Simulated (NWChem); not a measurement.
acetonitrile (C₂H₃N)

SMILES: CC#N
```xyz
6

C      0.0096    -1.1749     0.0000
C     -0.0023     0.2783     0.0000
N     -0.0118     1.4351     0.0000
H     -0.5029    -1.5596     0.8932
H     -0.5029    -1.5596    -0.8932
H      1.0441    -1.5468     0.0000
```
Charge 0, spin multiplicity 1.

Program: NWChem. The geometry was optimised at PBE0/def2-SVP, a minimum by its harmonic frequencies.

Symmetry labels belong to the abelian group Cs used in the runs, with the axes of the coordinates shown; states degenerate in a higher group split over its labels.

B3LYP has NWChem's definition, with VWN1-RPA local correlation.

**Question.** List the lowest 6 singlet excitations that TD-B3LYP/def2-SVPD, VWN1-RPA local correlation gives, with oscillator strengths.

**Answer.** 
```
state  symmetry  energy (eV)  wavelength (nm)      f
-----  --------  -----------  ---------------  -----
1            a"         7.73              160  0.000
2            a"         8.00              155  0.002
3            a'         8.00              155  0.002
4            a"         8.30              149  0.001
5            a'         8.30              149  0.001
6            a'         9.20              135  0.013
```
